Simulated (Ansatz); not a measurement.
Geometry optimisation, Ansatz 0.2.0, RKS B3LYP/def2-SVP.

input.yaml

```yaml
crystal:
  periodic: [false, false, false]
  atoms:
    - { symbol: Si, position_ang: [0.0, 0.0, 0.0] }
    - { symbol: H, position_ang: [0.8436, 0.0, 1.4296] }
    - { symbol: O, position_ang: [1.8237, 0.0, 0.457] }
    - { symbol: H, position_ang: [2.14, -0.9521, 0.3404] }
    - { symbol: H, position_ang: [-0.6877, 1.1914, -0.4862] }
    - { symbol: "N", position_ang: [-0.8572, -1.4851, -0.6061] }
    - { symbol: H, position_ang: [-1.3922, -2.1014, 0.0704] }
    - { symbol: H, position_ang: [-0.8219, -1.7344, -1.6357] }
basis:
  gaussian: { orbitals: def2-SVP }
hamiltonian:
  xc: b3lyp
relax:
  f_tol: 0.15
  max_steps: 25
  restrain:
    - { distance: [1, 2], at: 1.01, k: 30.0 }
    - { distance: [0, 1], at: 2.66, k: 30.0 }
    - { distance: [0, 2], at: 2.88, k: 30.0 }
output:
  orbitals: {}
```

Run as:

```bash
$ ansatz run input.yaml --threads 1 --pin off --max-ram 2048MiB --backend cpu --events-out ev --progress --plain --runs-dir out
```

Problem. Where does it end, and by what steps?

Solution. It converged. The restraints hold the end off the free minimum. After 12 steps the energy has fallen by 2.083 eV (the restraints' own energy left out); Si1 moved furthest, 0.88 Å. Parted: Si1–O3 (1.88 → 2.87 Å). Joined: H2–O3 (1.38 → 0.99 Å).

```tsv
step	energy less start (eV)	largest force component (eV/Å)	accepted
0	0.0000	3.805	yes
1	0.8505	6.098	yes
2	1.4883	7.374	yes
3	0.7777	7.710	yes
4	-0.6441	4.935	yes
5	-1.6041	1.751	yes
6	-1.8819	1.583	yes
7	-1.8990	2.671	no
8	-2.0075	1.122	yes
9	-2.0327	0.963	yes
10	-2.0212	1.669	no
11	-2.0752	0.571	yes
12	-2.0830	0.647	yes
```

```xyz
8
Properties=species:S:1:pos:R:3
Si -0.832 0.084 0.258
H 1.503 0.034 1.536
O 2.008 -0.015 0.690
H 2.024 -0.967 0.511
H -0.628 0.968 -0.975
N -0.973 -1.396 -0.632
H -1.182 -2.284 -0.179
H -0.872 -1.505 -1.640
```

Run time: 23 s on 1 thread of Arm Neoverse V2 (shared host), peak memory 0.13 GiB.
